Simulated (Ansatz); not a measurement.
C4H6ClF, SMILES `C[C@@]1(Cl)C[C@H]1F`, relaxed with RKS PBE0-D4/def2-TZVP in Ansatz from a PBE-D4/def2-SVP geometry. The force threshold is 0.005 eV/Å; the program also tests the step.

Total charge 0; spin multiplicity 1.

Start:

```xyz
12

C     0.422    0.037   -1.419
C     0.496    0.009    0.087
Cl    2.172   -0.061    0.715
C    -0.514    0.764    0.935
C    -0.537   -0.741    0.885
F    -1.553   -1.354    0.200
H     0.901    0.953   -1.818
H    -0.635    0.013   -1.747
H     0.936   -0.845   -1.848
H    -0.173    1.249    1.862
H    -1.306    1.297    0.384
H    -0.209   -1.321    1.764
```

Question: How much energy does the relaxation release, and in how many steps? (An estimate is asked.)

Answer: Computed: 1.33 kcal/mol, in 4 steps.

Question: Which bonds change most? (Estimate.)

Answer: The calculation gave: C2–Cl3 from 1.791 to 1.765 Å; C5–H12 from 1.104 to 1.083 Å; C4–H10 from 1.101 to 1.082 Å; C4–H11 from 1.102 to 1.084 Å.

Question: Give the relaxed structure. (An estimate is asked.)

Answer: The calculation gave: 
```xyz
12

C     0.418    0.040   -1.407
C     0.493    0.002    0.087
Cl    2.144   -0.068    0.707
C    -0.508    0.756    0.921
C    -0.525   -0.734    0.883
F    -1.539   -1.348    0.213
H     0.894    0.944   -1.790
H    -0.624    0.027   -1.730
H     0.920   -0.828   -1.838
H    -0.178    1.238    1.832
H    -1.286    1.271    0.371
H    -0.209   -1.300    1.751
```
